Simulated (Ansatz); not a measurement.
```yaml
crystal:
  periodic: [false, false, false]
  atoms:
    - {symbol: Nb, position_ang: [0.000000, 0.000000, 0.000000]}
    - {symbol: Cl, position_ang: [0.000000, 0.000000, -2.146646]}
    - {symbol: Cl, position_ang: [0.000000, 0.000000, 2.146646]}
basis:
  gaussian: {orbitals: def2-TZVP}
magnetization: {spin_polarized: true, initial_magnetization: 3}
hamiltonian: {xc: pbe0}
relax: {f_tol: 0.004, max_steps: 80}
```

```sh
$ ansatz run in.yaml --threads 1 --pin off --events-out ev --progress --plain --max-ram 2176MiB
```

Steps of the relaxation (energy above the last step; positions in Å, forces in eV/Å):

```
3
step 1, 458.1 meV
Nb    0.000    0.000    0.000    0.000    0.000    0.000
Cl    0.000    0.000   -2.147    0.000    0.000   -3.474
Cl    0.000    0.000    2.147    0.000    0.000    3.474
```

```
3
step 2, 17.9 meV
Nb    0.000    0.000    0.000    0.000    0.000    0.000
Cl    0.000    0.000   -2.327    0.000    0.000    0.528
Cl    0.000    0.000    2.327    0.000    0.000   -0.528
```

```
3
step 3, 0.1 meV
Nb    0.000    0.000    0.000    0.000    0.000    0.000
Cl    0.000    0.000   -2.296    0.000    0.000    0.044
Cl    0.000    0.000    2.296    0.000    0.000   -0.044
```

```
3
step 4, 0.0 meV
Nb    0.000    0.000    0.000    0.000    0.000    0.000
Cl    0.000    0.000   -2.293    0.000    0.000    0.001
Cl    0.000    0.000    2.293    0.000    0.000   -0.001
```

Close pairs at the end: Nb1–Cl3 2.293 Å, Nb1–Cl2 2.293 Å.

A stationary point of unrestricted PBE0 after 4 steps, with ⟨S²⟩ = 3.766 against 3.75 for a pure state; no frequencies were run, so it isn't proven a minimum. 34 s on 1 thread of Intel Xeon 6975P-C, shared host.
